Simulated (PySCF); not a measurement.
Molecule: `C(/C=C/C)#N`, C₄H₅N.

Geometry:
```json
{"atom": "C1", "x (Å)": "-1.303", "y (Å)": "0.101", "z (Å)": "0.801"}
{"atom": "C2", "x (Å)": "-0.149", "y (Å)": "-0.403", "z (Å)": "0.012"}
{"atom": "C3", "x (Å)": "0.866", "y (Å)": "0.359", "z (Å)": "-0.426"}
{"atom": "C4", "x (Å)": "1.955", "y (Å)": "-0.167", "z (Å)": "-1.182"}
{"atom": "N5", "x (Å)": "2.847", "y (Å)": "-0.583", "z (Å)": "-1.797"}
{"atom": "H6", "x (Å)": "-2.250", "y (Å)": "-0.093", "z (Å)": "0.271"}
{"atom": "H7", "x (Å)": "-1.228", "y (Å)": "1.179", "z (Å)": "1.000"}
{"atom": "H8", "x (Å)": "-1.375", "y (Å)": "-0.429", "z (Å)": "1.766"}
{"atom": "H9", "x (Å)": "-0.134", "y (Å)": "-1.473", "z (Å)": "-0.225"}
{"atom": "H10", "x (Å)": "0.896", "y (Å)": "1.433", "z (Å)": "-0.215"}
```

Spin–spin couplings on one PBE0-D3(BJ)/def2-SVP geometry, PySCF, gas phase, non-relativistic, equivalent pairs averaged (spin–dipole term only in couplings to heteroatoms); isotopes ¹³C, ¹H, ¹⁵N; basis pcJ-1.

How do the couplings (Hz) change with the functional? Times are CPU seconds on shared hosts with different chips, so compare them loosely.

Answers


```tsv
functional	functions	¹J(C3,H10)	¹J(C2,H9)	¹J(C1,H6)	¹J(C3,C4)	¹J(C2,C3)	¹J(C1,C2)	¹J(C4,N5)	core-s
LDA	185	135.7	126.7	102.0	69.6	58.8	28.8	-9.3	7.3
PBE	185	161.1	150.5	122.9	80.2	71.7	39.1	-11.4	10
KT2	185	173.6	159.7	129.4	66.4	60.3	29.7	-4.6	11
B3LYP	185	176.8	164.4	134.9	92.7	79.9	46.2	-19.9	13
PBE0	185	168.1	156.5	127.4	89.7	78.2	44.6	-18.8	11
B97-2	185	160.2	149.7	121.4	88.5	76.6	44.1	-18.0	11
BHandHLYP	185	192.9	178.8	145.9	110.3	95.1	56.5	-32.7	11
CAM-B3LYP	185	174.8	162.1	132.5	93.6	78.9	46.1	-22.3	14
``` Left out for a near triplet instability: HF/pcJ-1.
